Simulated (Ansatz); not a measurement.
System: C$_{2}$H$_{2}$, charge 0, triplet. This triplet is an excited state, 3.9 eV above the singlet at CCSD(T)/cc-pV5Z (Ansatz, a quantum-chemistry and plane-wave program). C2H2 (parent SMILES C#C, triplet).
B3LYP-D3(BJ)/def2-TZVP minimum from Ansatz:
```xyz
4

C     -0.6725     0.0157    -0.0227
C      0.6186    -0.1710     0.2027
H     -1.1494     0.6555    -0.7689
H      1.4727     0.2762    -0.3112
```
Charge 0, spin multiplicity 3.

Hartree-Fock and MP2 correlation energies in hartree (Ansatz). Radicals and triplets start from unrestricted determinants; spin-orbit coupling is neglected. Correlated methods leave the cores frozen. No relativity. The spin of C2H2 (parent SMILES C#C, triplet) was assumed, and the state is the lowest solution found for it.

| basis | X | E(HF) | E(corr, MP2) |
|---|---|---|---|
| cc-pVTZ | 3 | -76.74975 | -0.25612 |
| cc-pVQZ | 4 | -76.75474 | -0.27332 |
| cc-pV5Z | 5 | -76.75592 | withheld |

Problem. Fit E(corr) = E∞ + A/X³ to X = 3 and 4, predict X = 5, and compare with the run.

Solution. A = (-0.25612 - (-0.27332))/(1/27 - 1/64) = 0.8033; E∞ = -0.27332 - A/64 = -0.28587; at X = 5, E∞ + A/125 = -0.27945. The run gave -0.27995, 0.50 mEh below the prediction. The same form on X = 4 and 5 gives E∞ = -0.28691, 1.03 mEh below the first estimate.
